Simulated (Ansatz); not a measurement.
`C=C(C)C=S` + H₂O → `C=C(C)O` + `C=S` at 298.15 K and 1 bar (formal hydrolysis of a C–C bond).

Computed with Ansatz on PBE0-D4/def2-TZVP structures; ΔE is electronic, products minus reactants. CCSD(T)/CBS adds triple-zeta CCSD(T) − MP2 to the extrapolated MP2 energy (def2 sets, frozen cores). This one scheme is used for every species. Each species was taken in one conformer, which may not be the lowest.

```tsv
species	CCSD(T)/CBS energy (Eh)	H − E (kJ/mol)	S (J/(mol·K))
`C=C(C)C=S`	-553.55954	248.2	319.0
H₂O	-76.37941	66.4	188.7
`C=C(C)O`	-192.92321	238.1	286.6
`C=S`	-436.98974	75.3	230.7
```

H − E and S are ideal-gas, rigid-rotor, harmonic terms from PBE0-D4/def2-TZVP, for one conformer and one mirror image of each species. 1 Eh = 2625.50 kJ/mol, R = 8.31446 J/(mol·K).

Q: By hand: ΔE, ΔH, ΔS and ΔG.

A: ΔE = (-192.92321) + (-436.98974) − (-553.55954) − (-76.37941) = 0.02600 Eh = 68.3 kJ/mol. Δ(H − E) = 238.1 + 75.3 − 248.2 − 66.4 = -1.2, so ΔH = 67.1 kJ/mol. ΔS = 286.6 + 230.7 − 319.0 − 188.7 = 9.6 J/(mol·K). ΔG = 67.1 − 298.15 × (9.6)/1000 = 64.2 kJ/mol.

Q: By hand: the equilibrium constant, and the temperature at which ΔG would vanish if ΔH and ΔS stayed fixed.

A: log₁₀ K = −ΔG/(RT ln 10) = -11.2. ΔG = 0 at ΔH/ΔS = 6990 K, far beyond where these terms or the molecules hold.

The number of gas molecules stays the same, so ΔS is small and ΔH decides. A doubt of 5 kJ/mol in ΔE shifts log₁₀ K by 0.9 here. Other conformers and mirror images would add mixing entropy, several J/(mol·K) or more a flexible species. These are equilibria of isolated gas molecules and say nothing of rates. Largest T1 diagnostic: 0.016 (customary marks: 0.02 for closed shells, 0.045 for open ones).
